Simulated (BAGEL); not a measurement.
# One shape, several levels: doublet C3HFO+

Wanted: a comparison of 3 runs (ROHF/6-31G*, UHF/6-31G*, ROHF/cc-pVDZ) of doublet C3HFO+. 

Program for the calculation: BAGEL 1.2.2.

## (1) The system as given

The species is C3HFO+ (6 atoms), meant as a doublet with charge +1. As SMILES of the parent species, `O=c1cc1F`. The coordinates come from a GFN2-xTB relaxation. That shape belongs to the parent species and isn't relaxed for this state.

Bond lengths: O1–C2 1.185 Å, C2–C3 1.446 Å, C2–C4 1.431 Å, C3–C4 1.345 Å, C4–F5 1.315 Å, C3–H6 1.068 Å. Angles: O1–C2–C3 152.4°, O1–C2–C4 151.8°, C3–C2–C4 55.7°, C2–C3–C4 61.6°, C2–C4–C3 62.7°, C2–C4–F5 154.9°, C3–C4–F5 142.4°, C2–C3–H6 152.4°, C4–C3–H6 146.0°.

## (2) A single-point energy at ROHF/6-31G(d) (density fitting with qzvpp-jkfit, spherical functions) (run 1)

input.json reads:

```json
{ "bagel": [

{
  "title": "molecule",
  "basis": "6-31gs.json",
  "df_basis": "qzvpp-jkfit",
  "angstrom": "true",
  "geometry": [
    { "atom": "O", "xyz": [   -0.186080,   -2.058000,   -0.090230 ] },
    { "atom": "C", "xyz": [   -0.070410,   -0.880460,   -0.022540 ] },
    { "atom": "C", "xyz": [    0.458040,    0.323180,    0.579520 ] },
    { "atom": "C", "xyz": [   -0.344340,    0.442990,   -0.492770 ] },
    { "atom": "F", "xyz": [   -0.893220,    1.333840,   -1.289410 ] },
    { "atom": "H", "xyz": [    1.036010,    0.838440,    1.315440 ] }
  ]
},
{ "title": "rohf", "charge": 1, "nopen": 1 },
{ "title": "print", "file": "orbitals.molden", "orbitals": "true" }

]}
```

The basis set 6-31G* is read from a file made from the Basis Set Exchange's data (not shown).

Started as:

```
BAGEL_NUM_THREADS=1 BAGEL input.json > input.out
```

What it wrote:

```text
* using 1 threads per process

  ===============================================================
  ===============================================================

  *** Geometry ***

  { "atom" : "O", "xyz" : [     -0.351640,     -3.889056,     -0.170510 ] },
  { "atom" : "C", "xyz" : [     -0.133056,     -1.663828,     -0.042594 ] },
  { "atom" : "C", "xyz" : [      0.865570,      0.610722,      1.095134 ] },
  { "atom" : "C", "xyz" : [     -0.650708,      0.837130,     -0.931200 ] },
  { "atom" : "F", "xyz" : [     -1.687941,      2.520592,     -2.436632 ] },
  { "atom" : "H", "xyz" : [      1.957775,      1.584422,      2.485821 ] },

  Number of auxiliary basis functions:      397

  Since a DF basis is specified, we compute 2- and 3-index integrals:
    o Being stored without compression. Storage requirement is 0.016 GB

  Number of basis functions:       72
  Number of electrons      :       36

    * METHOD: MOLECULE                             0.12

  *** Open-shell HF ***

  === Nuclear Repulsion ===
   144.4924257452

      * DIIS with orbital gradients will be used.

  === ROHF iteration (6-31gs.json) ===
      0       -287.69129134          0.05585074           0.05
      1       -287.73821253          0.05767613           0.05
      2       -287.77258958          0.05230463           0.06
      3       -288.00802897          0.00500092           0.05
      4       -288.01746858          0.00369047           0.05
      5       -288.02461906          0.00316669           0.05
      6       -288.03354725          0.00137816           0.05
      7       -288.03637890          0.00044545           0.05
      8       -288.03693674          0.00020485           0.05
      9       -288.03695325          0.00012260           0.05
     10       -288.03705592          0.00005813           0.05
     11       -288.03702593          0.00003298           0.05
     12       -288.03703742          0.00002119           0.06
     13       -288.03703952          0.00001087           0.06
     14       -288.03704191          0.00000642           0.05
     15       -288.03704213          0.00000442           0.05
     16       -288.03704138          0.00000383           0.05
     17       -288.03704117          0.00000340           0.05
     18       -288.03704113          0.00000240           0.05
     19       -288.03704099          0.00000124           0.05
     20       -288.03704105          0.00000073           0.05
     21       -288.03704112          0.00000049           0.05
     22       -288.03704114          0.00000030           0.05
     23       -288.03704114          0.00000020           0.05
     24       -288.03704115          0.00000012           0.05
     25       -288.03704115          0.00000004           0.05
     26       -288.03704115          0.00000002           0.05
     27       -288.03704115          0.00000001           0.05
    * SCF iteration converged.

    * S^2 (ROHF) is 0.7500

    * Permanent dipole moment:
           (   -0.708466,    -0.020340,    -0.944877) a.u.

    * METHOD: ROHF                                 1.62

    * METHOD: PRINT                                0.01

  ===============================================================
```

Wall time 2 s (1 thread of Arm Neoverse V2, shared host); peak memory 0.084 GiB.

## (3) A single-point energy at UHF/6-31G(d) (density fitting with qzvpp-jkfit, spherical functions) (run 2)

input.json reads:

```json
{ "bagel" : [

{
  "title" : "molecule",
  "basis" : "6-31gs.json",
  "df_basis" : "qzvpp-jkfit",
  "angstrom" : true,
  "geometry" : [
    { "atom" : "O", "xyz" : [   -0.186080,   -2.058000,   -0.090230 ] },
    { "atom" : "C", "xyz" : [   -0.070410,   -0.880460,   -0.022540 ] },
    { "atom" : "C", "xyz" : [    0.458040,    0.323180,    0.579520 ] },
    { "atom" : "C", "xyz" : [   -0.344340,    0.442990,   -0.492770 ] },
    { "atom" : "F", "xyz" : [   -0.893220,    1.333840,   -1.289410 ] },
    { "atom" : "H", "xyz" : [    1.036010,    0.838440,    1.315440 ] }
  ]
},
{
  "title" : "uhf",
  "charge" : 1,
  "nopen" : 1
},
{
  "title" : "print",
  "file" : "orbitals.molden",
  "orbitals" : true
}

]}
```

The basis set 6-31G* is read from a file made from the Basis Set Exchange's data (not shown).

Started as:

```
BAGEL_NUM_THREADS=1 BAGEL input.json > input.out
```

What it wrote:

```text
* using 1 threads per process

  ===============================================================
  ===============================================================

  *** Geometry ***

  { "atom" : "O", "xyz" : [     -0.351640,     -3.889056,     -0.170510 ] },
  { "atom" : "C", "xyz" : [     -0.133056,     -1.663828,     -0.042594 ] },
  { "atom" : "C", "xyz" : [      0.865570,      0.610722,      1.095134 ] },
  { "atom" : "C", "xyz" : [     -0.650708,      0.837130,     -0.931200 ] },
  { "atom" : "F", "xyz" : [     -1.687941,      2.520592,     -2.436632 ] },
  { "atom" : "H", "xyz" : [      1.957775,      1.584422,      2.485821 ] },

  Number of auxiliary basis functions:      397

  Since a DF basis is specified, we compute 2- and 3-index integrals:
    o Being stored without compression. Storage requirement is 0.016 GB

  Number of basis functions:       72
  Number of electrons      :       36

    * METHOD: MOLECULE                             0.12

  *** Open-shell HF ***

  === Nuclear Repulsion ===
   144.4924257452

      * DIIS with orbital gradients will be used.

  === UHF iteration (6-31gs.json) ===
      0       -287.69129134          0.05585074           0.05
      1       -287.75720744          0.05647730           0.05
      2       -287.81457965          0.04920137           0.05
      3       -288.01979369          0.00441206           0.05
      4       -288.03189897          0.00333635           0.05
      5       -288.03856599          0.00253895           0.05
      6       -288.04470581          0.00096959           0.05
      7       -288.04499394          0.00043292           0.05
      8       -288.04515773          0.00014318           0.05
      9       -288.04518822          0.00008218           0.05
     10       -288.04520127          0.00005541           0.05
     11       -288.04520774          0.00003378           0.05
     12       -288.04521005          0.00001929           0.05
     13       -288.04521062          0.00000795           0.06
     14       -288.04521080          0.00000527           0.05
     15       -288.04521089          0.00000458           0.05
     16       -288.04521100          0.00000387           0.05
     17       -288.04521109          0.00000311           0.05
     18       -288.04521113          0.00000252           0.05
     19       -288.04521114          0.00000212           0.05
     20       -288.04521116          0.00000167           0.05
     21       -288.04521117          0.00000108           0.05
     22       -288.04521117          0.00000062           0.05
     23       -288.04521117          0.00000043           0.05
     24       -288.04521117          0.00000036           0.05
     25       -288.04521117          0.00000031           0.05
     26       -288.04521118          0.00000024           0.05
     27       -288.04521118          0.00000020           0.05
     28       -288.04521118          0.00000017           0.05
     29       -288.04521118          0.00000015           0.05
     30       -288.04521118          0.00000010           0.05
     31       -288.04521118          0.00000007           0.05
     32       -288.04521118          0.00000004           0.05
     33       -288.04521118          0.00000003           0.05
     34       -288.04521118          0.00000002           0.05
     35       -288.04521118          0.00000001           0.05
     36       -288.04521118          0.00000001           0.05
     37       -288.04521118          0.00000001           0.05
    * SCF iteration converged.

    * S^2 (UHF) is 0.7797

    * Permanent dipole moment:
           (   -0.711892,    -0.050803,    -0.947097) a.u.

    * METHOD: UHF                                  2.05

    * METHOD: PRINT                                0.01

  ===============================================================
```

Wall time 2.4 s (1 thread of Arm Neoverse V2, shared host); peak memory 0.081 GiB.

## (4) The energy at ROHF/cc-pVDZ (density fitting with qzvpp-jkfit) (run 3)

input.json: that of step 3 with these lines changed.

```diff
@@ -4,3 +4,3 @@
   "title" : "molecule",
-  "basis" : "6-31gs.json",
+  "basis" : "cc-pvdz.json",
   "df_basis" : "qzvpp-jkfit",
@@ -17,3 +17,3 @@
 {
-  "title" : "uhf",
+  "title" : "rohf",
   "charge" : 1,
```

The basis set cc-pVDZ is read from a file made from the Basis Set Exchange's data (not shown).

Started as:

```
BAGEL_NUM_THREADS=1 BAGEL input.json > input.out
```

What it wrote:

```text
* using 1 threads per process

  ===============================================================
  ===============================================================

  *** Geometry ***

  { "atom" : "O", "xyz" : [     -0.351640,     -3.889056,     -0.170510 ] },
  { "atom" : "C", "xyz" : [     -0.133056,     -1.663828,     -0.042594 ] },
  { "atom" : "C", "xyz" : [      0.865570,      0.610722,      1.095134 ] },
  { "atom" : "C", "xyz" : [     -0.650708,      0.837130,     -0.931200 ] },
  { "atom" : "F", "xyz" : [     -1.687941,      2.520592,     -2.436632 ] },
  { "atom" : "H", "xyz" : [      1.957775,      1.584422,      2.485821 ] },

  Number of auxiliary basis functions:      397

  Since a DF basis is specified, we compute 2- and 3-index integrals:
    o Being stored without compression. Storage requirement is 0.018 GB

  Number of basis functions:       75
  Number of electrons      :       36

    * METHOD: MOLECULE                             0.12

  *** Open-shell HF ***

  === Nuclear Repulsion ===
   144.4924257452

      * DIIS with orbital gradients will be used.

  === ROHF iteration (cc-pvdz.json) ===
      0       -287.73559562          0.04380826           0.06
      1       -287.79053222          0.04482011           0.06
      2       -287.82399520          0.04034967           0.06
      3       -288.03213822          0.00417609           0.06
      4       -288.04192723          0.00333213           0.06
      5       -288.04833966          0.00284370           0.06
      6       -288.05714205          0.00138500           0.06
      7       -288.05995983          0.00039428           0.06
      8       -288.06067404          0.00026420           0.06
      9       -288.06056646          0.00012140           0.06
     10       -288.06069279          0.00005199           0.06
     11       -288.06066832          0.00003038           0.06
     12       -288.06067899          0.00001675           0.06
     13       -288.06068382          0.00000936           0.06
     14       -288.06068621          0.00000521           0.06
     15       -288.06068514          0.00000377           0.06
     16       -288.06068436          0.00000335           0.06
     17       -288.06068427          0.00000285           0.06
     18       -288.06068417          0.00000177           0.06
     19       -288.06068425          0.00000085           0.06
     20       -288.06068427          0.00000041           0.06
     21       -288.06068433          0.00000028           0.06
     22       -288.06068433          0.00000016           0.06
     23       -288.06068433          0.00000008           0.06
     24       -288.06068432          0.00000005           0.06
     25       -288.06068432          0.00000002           0.06
     26       -288.06068431          0.00000001           0.06
    * SCF iteration converged.

    * S^2 (ROHF) is 0.7500

    * Permanent dipole moment:
           (   -0.714793,     0.017569,    -0.955881) a.u.

    * METHOD: ROHF                                 1.64

    * METHOD: PRINT                                0.01

  ===============================================================
```

It took 2 s on 1 thread of Arm Neoverse V2, shared host; peak memory 0.086 GiB.

## (5) The series

| run | level | energy (Eh) | ⟨S²⟩ | wall time |
| --- | --- | --- | --- | --- |
| 1 | ROHF/6-31G* (density fitting with qzvpp-jkfit, spherical functions) | -288.037041 | 0.750 | 2 s |
| 2 | UHF/6-31G* (density fitting with qzvpp-jkfit, spherical functions) | -288.045211 | 0.780 | 2.4 s |
| 3 | ROHF/cc-pVDZ (density fitting with qzvpp-jkfit) | -288.060684 | 0.750 | 2 s |

## (6) Outcome

| quantity | value |
| --- | --- |
| run 3: total energy | -288.06068 Eh |
| run 3: ⟨S²⟩ | 0.750 |

**Reading.** Over the runs the total energy spans 0.643 eV. All runs together took 6.4 s, the longest 2.4 s.
